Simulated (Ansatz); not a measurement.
**SiN₂ (quintet): from Hartree-Fock to the top rungs, def2-QZVPP**

The task here is to estimate one member of a computed series from the others.

Method: def2-QZVPP, core rule «outside noble gas», up to 7 orbitals frozen; program: Ansatz 0.2.0, Gaussian basis.

Plan: UHF; ROHF; CCSD(T) on UHF.

2 further runs of the same task are left out: 2 set aside as unsound or not needed.

**The geometry**

The geometry is a PBE0/def2-TZVP stationary point (not a proven minimum) of the parent state, kept for this charge and spin.

3 atoms, charge 0, spin multiplicity 5.

Atoms are counted from 1 here; the program's logs count them from 0.

Bond lengths: N1–N2 1.137 Å, N2–Si3 1.741 Å. Angles: N1–N2–Si3 180.0°.

Set-up of the first run:

File in.yaml:

```yaml
crystal:
  periodic: [false, false, false]
  atoms:
    - {symbol: N, position_ang: [0.000000, 0.000000, -1.338000]}
    - {symbol: N, position_ang: [0.000000, 0.000000, -0.201300]}
    - {symbol: Si, position_ang: [0.000000, 0.000000, 1.539300]}
basis:
  gaussian: {orbitals: "def2-QZVPP.json"}
magnetization: {spin_polarized: true, initial_magnetization: 4}
hamiltonian: {xc: hf}
output: {orbitals: {seedname: orbitals}}
```

The run is started by

```
> ansatz run in.yaml --threads 1 --pin off --events-out ev --progress --plain --max-ram 2393MiB
```

Steps of the session up to this table: UHF; ROHF; CCSD(T) on UHF.

One table of the session follows, with a row left open; its other results are not shown here.

| method | from UCCSD(T) (meV) |
| --- | --- |
| ROHF | ? |
| UHF | +12508.7 |
| UMP2 | +1070.6 |
| UCCSD | +620.4 |
| UCCSD(T) | 0 |

Estimate the missing values for ROHF.

**Answer.** from UCCSD(T) (meV): +12784.3. In the column «from UCCSD(T) (meV)» it is the highest.
